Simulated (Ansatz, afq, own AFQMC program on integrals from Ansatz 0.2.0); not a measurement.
## AlO, doublet → AlO⁺, triplet

```xyz
2

Al    0.0000    0.0000    0.0000
O     0.0000    0.0000    1.6200
```

E(triplet, charge +1) − E(doublet, charge +0) at this geometry, on UHF and UHF determinants.

Basis 6-31G. Only valence electrons are correlated. Ansatz 0.2.0 and our own AFQMC program on the same integrals; the CISD trial comes from CCSD amplitudes, and released means the phaseless constraint is let go. ± is one standard error of the sampling. The errors of all members are added in quadrature.

Full CI on the same integrals is exact in this basis and with this determinant's frozen core.

Errors are counted within 6-31G, not against nature.

Cautions: AlO (doublet): an unrestricted solution with more broken spin lies lower, strong correlation (T1 0.117, weight of the determinant 0.68, largest double 0.12), the released energies are still falling, so no released level is given (meV from the phaseless value at times in 1/Eh: -11 ± 3 at 0.24, -13 ± 4 at 0.51, -19 ± 4 at 0.99, -23 ± 5 at 1.62, -27 ± 5 at 2.40), its ph-AFQMC/CISD value lies 68 ± 5 meV above full CI; AlO⁺ (triplet): another spin lies lower, the released energies are still falling, so no released level is given (meV from the phaseless value at times in 1/Eh: -3 ± 3 at 0.24, -6.4 ± 2.2 at 0.51, -11.2 ± 2.0 at 0.99, -12 ± 3 at 1.62, -15 ± 4 at 2.40), though the last usable value meets full CI within the noise; this isn't the first ionization.

Reference (full CI): 9.853 eV.

```csv
level,vertical ionization energy (eV),error against FCI (eV)
HF,8.216,-1.637
MP2,9.018,-0.834
CCSD,9.715,-0.138
CCSD(T),9.765,-0.088
ph-AFQMC/CISD,9.797 ± 0.006,-0.056 ± 0.006
```

Correlation beyond CCSD(T) adds 0.088 eV. The perturbative (T) step is worth +0.050 eV. Where the cautions show a poor determinant, the low rows tell how each method copes with it, not its usual error.

A walk keeps the symmetry of its determinant, which the program's search chose and which needn't be the lowest solution, so a lower state of the same spin and another symmetry isn't excluded.
